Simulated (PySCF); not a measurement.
## Shapes and spin states of Mg₂O

Computed with PBE0/[O def2-TZVP, Mg def2-TZVP], no relativity, density fitting, PySCF.

Relaxations began from a few typed shapes and spin states; open shells are unrestricted. The search is not exhaustive: other isomers or separated fragments can lie lower, and high-lying points may rest on an excited occupation.

(1) Order these stationary points by electronic energy, lowest first, in kJ/mol from the lowest minimum.
A. singlet (closed shell, unstable to spin polarisation) C2v: Mg–Mg 2.870 Å, O–Mg 1.808 Å (×2); Mg–Mg–O 37.5° (×2), Mg–O–Mg 105.1°
B. triplet D∞h: O–Mg 1.798 Å (×2); Mg–O–Mg 180.0°

(2) Which of them are minima?

Answers

(1) B (0.0), A (44.2).

(2) By energy in kJ/mol, 0.0: minimum; 44.2: minimum of the closed-shell surface only.
